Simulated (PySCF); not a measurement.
Job file and geometry (Å, from GFN2-xTB) of an NMR shielding run on `C=CC[C@H]1CN1`, C₅H₉N, GIAO PBE0/pcSseg-1 NMR shielding, non-relativistic, gas phase in PySCF; density fitting, a coarse starting grid and PySCF grid level 2 are the driver's defaults:

```
{"job": {"kind": "nmr", "xc": "PBE0", "basis": "pcSseg-1"}, "charge": 0, "multiplicity": 1}
C      2.440975    -0.926842    -0.319413
C      1.264597    -0.768550     0.256535
C      0.548639     0.540004     0.379700
C     -0.813782     0.472382    -0.279190
C     -1.970536    -0.107192     0.438343
N     -1.842836     1.323477     0.271241
H      2.919665    -1.889045    -0.388408
H      2.981310    -0.095122    -0.742097
H      0.740478    -1.619178     0.673489
H      0.398824     0.784424     1.433853
H      1.137857     1.337807    -0.076966
H     -0.775334     0.331262    -1.358072
H     -1.837771    -0.449930     1.455477
H     -2.723150    -0.651035    -0.121560
H     -2.473350     1.725527    -0.414638
```

**Question.** Write the output of this run.

**Answer.** 
```
coarse grid: 12072 points
cycle   1  E = -250.2235461147  dE =  7.913e-01  |g| = 3.830e-01  |ddm| = 3.364e+00
cycle   2  E = -250.2256172467  dE = -2.071e-03  |g| = 3.911e-01  |ddm| = 7.423e-01
cycle   3  E = -250.2625127323  dE = -3.690e-02  |g| = 5.166e-02  |ddm| = 3.757e-01
cycle   4  E = -250.2628769623  dE = -3.642e-04  |g| = 2.711e-02  |ddm| = 5.346e-02
cycle   5  E = -250.2630339194  dE = -1.570e-04  |g| = 4.338e-03  |ddm| = 2.690e-02
cycle   6  E = -250.2630372617  dE = -3.342e-06  |g| = 1.908e-03  |ddm| = 4.947e-03
final grid: 115384 points
cycle   7  E = -250.2979432378  dE = -3.237e-05  |g| = 9.063e-03  |ddm| = 2.985e-02
cycle   8  E = -250.2979301220  dE =  1.312e-05  |g| = 1.163e-02  |ddm| = 1.822e-02
cycle   9  E = -250.2979638075  dE = -3.369e-05  |g| = 1.783e-03  |ddm| = 1.068e-02
cycle  10  E = -250.2979646056  dE = -7.982e-07  |g| = 2.057e-04  |ddm| = 1.409e-03
cycle  11  E = -250.2979646136  dE = -7.994e-09  |g| = 9.861e-05  |ddm| = 2.254e-04
cycle  12  E = -250.2979646156  dE = -2.050e-09  |g| = 2.245e-05  |ddm| = 1.029e-04
cycle  13  E = -250.2979646157  dE = -1.013e-10  |g| = 6.185e-06  |ddm| = 2.393e-05
converged SCF energy = -250.2979646157

GIAO shielding tensors (ppm)
atom      isotropic    diamagn.    paramagn.     s11        s22        s33       span
  0 C       64.899     253.093    -188.194    -47.293     85.168    156.824    204.117
  1 C       41.247     256.596    -215.348    -81.898     48.470    157.170    239.068
  2 C      140.473     244.921    -104.448    120.745    141.913    158.761     38.016
  3 C      156.528     247.538     -91.010    113.448    151.127    205.010     91.562
  4 C      162.951     251.766     -88.815    131.378    155.273    202.202     70.824
  5 N      238.804     318.973     -80.169    161.350    250.361    304.700    143.350
  6 H       26.429      29.047      -2.618     23.446     25.303     30.540      7.094
  7 H       26.243      30.914      -4.672     22.940     25.498     30.290      7.351
  8 H       25.530      32.211      -6.681     22.467     24.356     29.767      7.300
  9 H       30.134      30.378      -0.244     26.048     29.586     34.767      8.719
 10 H       28.956      31.336      -2.380     25.166     28.355     33.345      8.179
 11 H       29.886      32.109      -2.223     23.494     28.324     37.838     14.344
 12 H       30.556      30.671      -0.115     25.236     27.532     38.901     13.665
 13 H       29.895      30.653      -0.758     24.676     26.439     38.570     13.894
 14 H       31.685      31.612       0.073     24.160     25.626     45.269     21.109
```

**Question.** Turn these shieldings into chemical shifts. References, each an isolated molecule treated in the same way: $^{13}$C (σ = 186.93 ppm) and $^{1}$H (σ = 31.72 ppm) against TMS; $^{15}$N (σ = 267.73 ppm) against NH3.

**Answer.** Averaging equivalent atoms: C 1: 145.7; C 0: 122.0; C 2: 46.5; C 3: 30.4; C 4: 24.0; N 5: 28.9; H 8: 6.19; H 7: 5.47; H 6: 5.29; H 10: 2.76; H 11: 1.83; H 13: 1.82; H 9: 1.58; H 12: 1.16; H 14: 0.03 ppm. Experimental scales use liquid or dissolved standards, which lie at an offset from isolated NH3 (liquid NH3: subtract about 20 ppm).

Size and cost of the density-fitted run: 147 basis functions, 15 s wall time on 1 thread of an Arm Neoverse V1, shared host.
